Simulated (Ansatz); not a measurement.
## Ti: which structure is lowest?

Theory: DFT, r2SCAN, plane waves (500 eV) with PAW, scalar-relativistic (Ansatz). The PAW files were generated under PBE, with cores re-solved for the functional.

Each structure is relaxed within its own symmetry, so a high-lying one may be dynamically unstable.

```json
{"structure": "omega (AlB2-type)", "ΔE (meV/atom)": "-18", "V (Å³/atom)": "17.15", "cell": "a = 4.605 Å, c = 2.801 Å (c/a = 0.608)", "magnetic state": "ferrimagnetic, largest moment 0.46 μB in the atomic sphere"}
{"structure": "hcp", "ΔE (meV/atom)": "0", "V (Å³/atom)": "17.31", "cell": "a = 2.935 Å, c = 4.639 Å (c/a = 1.580)", "magnetic state": "non-magnetic"}
{"structure": "dhcp", "ΔE (meV/atom)": "46", "V (Å³/atom)": "17.43", "cell": "a = 2.930 Å, c = 9.379 Å (c/a = 3.201)", "magnetic state": "ferrimagnetic, largest moment 0.20 μB in the atomic sphere"}
{"structure": "fcc", "ΔE (meV/atom)": "71", "V (Å³/atom)": "17.39", "cell": "a = 4.113 Å", "magnetic state": "spin not included"}
{"structure": "bcc", "ΔE (meV/atom)": "79", "V (Å³/atom)": "17.90", "cell": "a = 3.296 Å", "magnetic state": "ferromagnetic, net 1.44 μB per atom"}
{"structure": "A15", "ΔE (meV/atom)": "225", "V (Å³/atom)": "17.47", "cell": "a = 5.189 Å", "magnetic state": "spin not included"}
{"structure": "simple cubic", "ΔE (meV/atom)": "770", "V (Å³/atom)": "19.46", "cell": "a = 2.690 Å", "magnetic state": "ferromagnetic, net 1.65 μB per atom"}
{"structure": "diamond", "ΔE (meV/atom)": "1912", "V (Å³/atom)": "28.62", "cell": "a = 6.118 Å", "magnetic state": "ferromagnetic, net 2.76 μB per atom"}
```

ΔE counts from hcp.

r²SCAN puts omega (AlB2-type) 18 meV/atom below hcp, the structure of the real element at low temperature or room conditions.

Differences under about 8 meV lie within the error of the k-point mesh.
